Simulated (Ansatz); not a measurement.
Input file:

```yaml
crystal:
  periodic: [false, false, false]
  atoms:
    - {symbol: O, position_ang: [-1.237943, -0.025232, 0.000000]}
    - {symbol: H, position_ang: [-1.487252, 0.901344, 0.000000]}
    - {symbol: H, position_ang: [0.007057, -0.025232, 0.000000]}
    - {symbol: F, position_ang: [1.121057, -0.025232, 0.000000]}
basis:
  gaussian: {orbitals: cc-pVDZ, point_charges: [{charge: 1.00, position_ang: [3.767, 0.137, -0.022]}]}
magnetization: {spin_polarized: false, initial_magnetization: 1}
correlation: {method: mp2, electrons: all}
scf: {lower_state_search: full}
```

```sh
$ ansatz run in.yaml --threads 1 --pin off --events-out ev --progress --plain --max-ram 2393MiB
```

Output:

```
345 factors; integrals over basis functions are off by at most 1.6e-3 eV
mean field evaluation 1: about -4771.6996 eV, gradient 3.2e1 eV
mean field evaluation 2: about -4771.7108 eV, gradient 3.2e1 eV
mean field evaluation 4: about -4773.5202 eV, gradient 1.9e0 eV
mean field evaluation 8: about -4773.5442 eV, gradient 3.7e-1 eV
mean field evaluation 16: about -4773.4721 eV, gradient 1.4e0 eV
mean field evaluation 32: about -4773.4854 eV, gradient 4.7e0 eV
mean field evaluation 64: about -4773.5454 eV, gradient 1.3e-6 eV
mean field evaluation 96: about -4773.5454 eV, gradient 1.5e-6 eV
mean field -4773.54543992 eV, -175.4245592917 hartree, gradient 4.9e-6 eV, S^2 0.750000; 8 other end points of the search recorded, 0 dependent functions left out
mean field evaluation 128: about -4773.6519 eV, gradient 1.5e0 eV
reference -4773.54543992 eV, -175.4245592917 hartree; 10, 9 occupied and 28, 29 virtual orbitals, 345 factors
second order -9.89286148 eV of doubles, -0.07968485 eV of singles
Total energy: -4783.51798625 eV, -175.7910436098 hartree
```

Ran on 1 thread of Arm Neoverse V1, shared host: 0.66 s wall, 0.15 GiB peak host memory.
